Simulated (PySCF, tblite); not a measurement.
Potential energy surface of H₂S, singlet: symmetric bend, bond length relaxed. Scanned: H-S-H angle. Other coordinates (S-H bond length) were minimised at PBE0/def2-TZVP.

Levels: GFN2-xTB, 300 K electronic temperature (tblite); CCSD(T) on RHF/cc-pVTZ, 5 core orbitals frozen (PySCF).

Energies relative to the lowest point of each profile, in eV; the last columns give the difference from CCSD(T):

```csv
a / °,GFN2-xTB,CCSD(T),GFN2-xTB − CCSD(T)
180,3.039,3.028,0.010
170,2.742,2.877,-0.135
160,2.231,2.479,-0.248
150,1.702,1.958,-0.255
140,1.212,1.417,-0.205
130,0.786,0.923,-0.137
120,0.439,0.514,-0.074
110,0.184,0.213,-0.029
100,0.033,0.038,-0.005
90,0.000,0.000,0.000
80,0.099,0.106,-0.007
70,0.342,0.358,-0.016
60,0.735,0.749,-0.014
```

GFN2-xTB is furthest from CCSD(T) at 150 (-0.255 eV, below); its mean absolute difference over the points is 0.087 eV.
